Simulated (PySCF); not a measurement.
State search for MgSi

Unrestricted PBE0; PySCF, spin-free X2C with a Gaussian nucleus, basis sets Mg jorge-DZP-DKH, Si jorge-DZP-DKH. Outer shells of the fragments: Mg 3s2; Si 3s2 3p2.

Followed along the bond (rough minima from three points):

```json
{"2Ms+1": "3", "unpaired": "π ↑↑", "⟨S²⟩ at the start": "2.18", "R at minimum (Å)": "2.57", "Te (eV)": "0.00"}
{"2Ms+1": "1", "unpaired": "π ↑↓", "⟨S²⟩ at the start": "1.01", "R at minimum (Å)": "2.56", "Te (eV)": "0.30"}
{"2Ms+1": "3", "unpaired": "σ ↑, π ↑", "⟨S²⟩ at the start": "2.01", "R at minimum (Å)": "2.85", "Te (eV)": "0.68"}
{"2Ms+1": "1", "unpaired": "σ ↓, π ↑", "⟨S²⟩ at the start": "1.01", "R at minimum (Å)": "2.79", "Te (eV)": "0.79"}
{"2Ms+1": "1", "unpaired": "none", "⟨S²⟩ at the start": "0.00", "R at minimum (Å)": "2.55", "Te (eV)": "1.13"}
```

Solutions found at the starting distance of 2.470 Å, counted from the lowest of them; the search is not exhaustive and high or unbound solutions are not listed, so other states can lie among these:

```tsv
2Ms+1	unpaired	term	E (eV)	⟨S²⟩	⟨Lz²⟩	μ (D)
3	π ↑↑	³Σ⁻	0.00	2.18	0.00	-3.32
1	π ↑↓	mixed	0.30	1.01	2.02	-3.56
3	σ ↑, π ↑	³Π	0.91	2.01	1.01	-0.27
1	σ ↓, π ↑	mixed	0.98	1.01	1.01	-0.34
1	none	mixed	1.13	0.00	2.00	-3.44
3	σ ↑↑, π ↑↓	mixed	1.62	3.01	2.02	-1.66
```

A term symbol is given only where ⟨S²⟩ and ⟨Lz²⟩ are close to those of a pure state; real π, δ and φ orbitals otherwise mix terms. A positive dipole means Mg(−)Si(+).
